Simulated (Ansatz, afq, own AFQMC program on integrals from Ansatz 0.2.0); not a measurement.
# Breaking Al2–Cl4 in AlSiH3ClF, singlet

```xyz
7

F    -0.4566   -2.4451    0.8086
Al   -0.7821   -1.0684   -0.0666
Si    0.7081    0.8451    0.0899
Cl   -2.5020   -1.1322   -1.2628
H     2.0824    0.4487   -0.3489
H     0.7853    1.3182    1.5070
H     0.2262    1.9658   -0.7730
```

Products: AlSiH₃F (doublet; F–Al–SiH3) and Cl (doublet), each relaxed with PBE0/def2-SVP like the molecule; electronic energies without zero-point terms. Determinants: RHF, UHF and UHF in that order.

Basis def2-TZVP. Only valence electrons are correlated. Ansatz 0.2.0 and our own AFQMC program on the same integrals; the CISD trial comes from CCSD amplitudes, and released means the phaseless constraint is let go. Error bars are statistical, one sigma. The errors of all members are added in quadrature.

No full CI on the walks' own integrals is used here. The released AFQMC energy serves as the reference, which it does only where one determinant dominates, the energy is flat over the last release times and near the phaseless one (40 meV or 2 meV an electron, half that with transition metals). On small molecules, where full CI could be run and the noise was under 10 meV, such values lay within 10 meV of it in 19 cases of 20, a flattering rate, since the rule was set on those same cases; what remains of the bias isn't in the error bar. Each member takes its own surest rung, up to full CI.

The best estimate is CCSD(T) at the basis-set limit (CBS: def2-TZVPP and def2-QZVPP, with their diffuse functions for anions and beside diffuse sets, CCSD(T) itself extrapolated) plus the step from CCSD(T) to AFQMC with the constraint released in def2-TZVP. Rows without CBS are in def2-TZVP; B2PLYP and the wave-function rows carry a basis error of their own. Core correlation and relativity beyond core potentials are missing, and ± holds the sampling alone.

Cautions: AlSiH₃ClF (singlet): the released value is read at 0.90 1/Eh with a noise of 16 meV, more than in the cases checked (meV from the phaseless value at times in 1/Eh: 16 ± 9 at 0.21, 23 ± 13 at 0.42, 19 ± 10 at 0.63, 25 ± 16 at 0.90); AlSiH₃F (doublet): the ph-AFQMC/CISD walk drifts between its halves (2.9 errors), the released value is read at 1.50 1/Eh (meV from the phaseless value at times in 1/Eh: -9 ± 9 at 0.24, -17 ± 6 at 0.51, -24 ± 9 at 0.99, -5 ± 10 at 1.50).

| level | bond energy (eV) |
| --- | --- |
| B3LYP | 4.888 |
| wB97M-V | 5.224 |
| MP2 | 5.254 |

**Question.** From these cheaper values, estimate the bond energy at the level of the best estimate.

**Answer.** 5.243 ± 0.019 eV (best estimate, highest rung released AFQMC).

```
         level  bond energy (eV)  error against the best estimate (eV)
            HF             4.051                        -1.191 ± 0.019
          CCSD             4.958                        -0.284 ± 0.019
       CCSD(T)             5.043                        -0.200 ± 0.019
 ph-AFQMC/CISD     5.072 ± 0.011                        -0.170 ± 0.022
released AFQMC     5.040 ± 0.020                                -0.202
        HF/CBS             4.049                        -1.194 ± 0.019
       MP2/CBS             5.446                         0.203 ± 0.019
   CCSD(T)/CBS             5.250                         0.008 ± 0.019
           PBE             4.994                        -0.249 ± 0.019
        r2SCAN             5.091                        -0.152 ± 0.019
          PBE0             5.007                        -0.235 ± 0.019
        B2PLYP             5.022                        -0.221 ± 0.019
```

Correlation beyond CCSD(T) changes it by less than twice the noise. Going to the basis-set limit adds 0.208 eV at CCSD(T). The perturbative (T) step is worth +0.084 eV. The functionals spread over 0.336 eV; wB97M-V comes nearest and B3LYP is 0.355 eV too low.

Best estimates are given only where the step beyond CCSD(T) is under 0.3 eV and no member's determinant is very poor (T1 over 0.05, or 0.07 for open shells, ⟨S²⟩ too high by 0.3, two states mixed), so the hardest cases are missing from such tables.

The functionals ran in a triple-zeta set and keep a basis error of their own, a few kJ/mol for each bond in atomization energies and more for double hybrids, so close places among them and the extrapolated levels can swap.

Each member of a difference takes its own highest rung, so a best estimate needn't equal the limit plus the step of one row. Released energies are given only where the last usable release times agree within the noise; a slower fall can still hide under it.
